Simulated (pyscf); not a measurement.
Four-centre exchange: Cl–GeH₃ + ammonia (NH₃) -> H₂N–GeH₂–Cl + hydrogen (H₂)

Gas phase, singlet surface, charge 0. Bonds broken: Ge1–H3, N6–H7. Bonds formed: Ge1–N6, H3–H7. Structures and frequencies: ωB97X-D3(BJ)/def2-SVP in PySCF.

Transition state (Å):

```xyz
9

Ge    -1.2766    -0.3169     0.0725
Cl    -0.9660    -0.0321     2.2013
H      0.6518    -0.7550    -0.0128
H     -2.6485     0.4062    -0.0543
H     -1.4800    -1.7340    -0.4689
N     -0.2765     0.8659    -1.1815
H      0.5514     0.0362    -0.7988
H     -0.6272     1.0146    -2.1325
H     -0.0654     1.7738    -0.7593
```

One imaginary mode, 1581i cm⁻¹; descent along it reached the two sides named, in the forms told below.

```
bond    change  reactant side (Å)  saddle  product side
------  ------  -----------------  ------  ------------
Ge1–H3  breaks              1.528   1.979           3.3
N6–H7   breaks              1.021   1.233           3.6
Ge1–N6   forms                2.7   1.993         1.813
H3–H7    forms                3.0   1.120         0.761
```

Electronic energies relative to the separated reactants (kcal/mol):

```json
[
 {"level": "ωB97X-D3(BJ)/def2-TZVP", "barrier": "49.5", "reaction energy": "-0.4", "reverse barrier": "49.9"},
 {"level": "PBE/def2-TZVP", "barrier": "44.0", "reaction energy": "+1.2", "reverse barrier": "42.8"},
 {"level": "r²SCAN/def2-TZVP", "barrier": "46.1", "reaction energy": "-0.1", "reverse barrier": "46.3"},
 {"level": "B3LYP-D3(BJ)/def2-TZVP", "barrier": "48.8", "reaction energy": "+0.5", "reverse barrier": "48.3"},
 {"level": "PBE0-D3(BJ)/def2-TZVP", "barrier": "46.3", "reaction energy": "+1.1", "reverse barrier": "45.2"},
 {"level": "M06-2X/def2-TZVP", "barrier": "47.5", "reaction energy": "-3.3", "reverse barrier": "50.8"},
 {"level": "ωB97M-D3(BJ)/def2-TZVP", "barrier": "50.2", "reaction energy": "+1.2", "reverse barrier": "49.1"},
 {"level": "HF/def2-TZVP", "barrier": "68.0", "reaction energy": "+3.4", "reverse barrier": "64.6"}
]
```

With ωB97M-D3(BJ)/def2-TZVP energies and thermal terms (ideal gas, 1 atm, RRHO with modes under 100 cm⁻¹ raised to 100, one conformer, R ln 2 for chiral ones without a mode under 150 cm⁻¹), in kcal/mol:

| T (K) | ΔH‡ | ΔG‡ | ΔH | ΔG |
|---|---|---|---|---|
| 298 | 47.8 | 57.8 | -1.8 | -0.5 |
| 600 | 48.1 | 67.9 | -0.4 | +0.4 |
| 900 | 49.0 | 77.6 | +0.6 | +0.5 |
| 1200 | 49.9 | 87.0 | +1.4 | +0.4 |

On the reactant side the descent ends in a complex, 7.4 kcal/mol under the separated species and 56.9 kcal/mol under the saddle at ωB97X-D3(BJ)/def2-TZVP. At the saddle there is also a short Ge–H contact that neither side keeps. This is the saddle that the search found; another between the same sides may lie lower. Elements up to Kr have no core potential and no relativistic terms here.
